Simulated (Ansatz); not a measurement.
# PH+ (quartet): from Hartree-Fock to the top rungs, cc-pVQZ

An exercise on one series of results from a longer session: the logs are not shown, and one member is left open.

Program: Ansatz 0.2.0, Gaussian basis. Level of theory: cc-pVQZ, core rule «outside noble gas», up to 5 orbitals frozen. These are calculated values, not measurements.

To be run: UHF; CCSD(T) on ROHF; CCSD(T) on UHF; BCCD(T) on ROHF; CCSDT(Q) on ROHF; CCSDT(Q) on UHF; CASSCF and MRCISD+Q, 5 electrons in 5 orbitals; CASSCF and NEVPT2, 5 electrons in 5 orbitals.

3 further runs of the same task are left out: 1 that didn't finish, 2 set aside as unsound or not needed.

### What is computed

The geometry is a PBE0/def2-TZVP stationary point (not a proven minimum) of the parent state, kept for this charge and spin.

2 atoms, charge 1, spin multiplicity 4.

Atoms are counted from 1 here; the program's logs count them from 0.

Bond lengths: P1–H2 1.434 Å.

Geometry (Å):

```xyz
2
HP
P     0.00000    0.00000    0.00000
H     0.00000    0.00000    1.43420
```

Set-up of the first run:

Input file in.yaml:

```yaml
crystal:
  periodic: [false, false, false]
  atoms:
    - {symbol: P, position_ang: [0.000000, 0.000000, 0.000000]}
    - {symbol: H, position_ang: [0.000000, 0.000000, 1.434200]}
basis:
  gaussian: {orbitals: cc-pVQZ}
total_charge: 1
magnetization: {spin_polarized: true, initial_magnetization: 3}
hamiltonian: {xc: hf}
output: {orbitals: {seedname: orbitals}}
```

The run is started by

```sh
$ ansatz run in.yaml --threads 1 --pin off --events-out ev --progress --plain --max-ram 2816MiB --backend cpu
```

Among the steps run: UHF; CCSD(T) on ROHF; CCSD(T) on UHF; BCCD(T) on ROHF; CCSDT(Q) on ROHF; CCSDT(Q) on UHF; CASSCF and MRCISD+Q, 5 electrons in 5 orbitals; CASSCF and NEVPT2, 5 electrons in 5 orbitals.

One table of the session follows, with a row left open; its other results are not shown here.

```
          method  from UCCSDT(Q) (meV)
            ROHF               +2795.6
             UHF               +2748.2
            RMP2                +638.1
            UMP2                +636.5
           RCCSD                +129.6
           UCCSD                +125.5
        RCCSD(T)                 +27.0
        UCCSD(T)                 +24.2
         BCCD(T)                 +26.8
          RCCSDT                  +5.4
          UCCSDT                  +2.6
       RCCSDT(Q)                  +2.9
       UCCSDT(Q)                     0
  CASSCF valence               +2263.8
  NEVPT2 valence                +580.1
  MRCISD valence                     ?
MRCISD+Q valence                 +58.3
```

Q: Estimate the row for MRCISD valence from the others.

**Answer.** from UCCSDT(Q) (meV): +151.5. In the column «from UCCSDT(Q) (meV)» it lies between RCCSD (+129.6) and NEVPT2 valence (+580.1).

Limits of these values: Restricted and unrestricted rows rest on different reference determinants; where their highest levels disagree by more than a few hundredths of an eV, they describe different states and don't form one ladder.
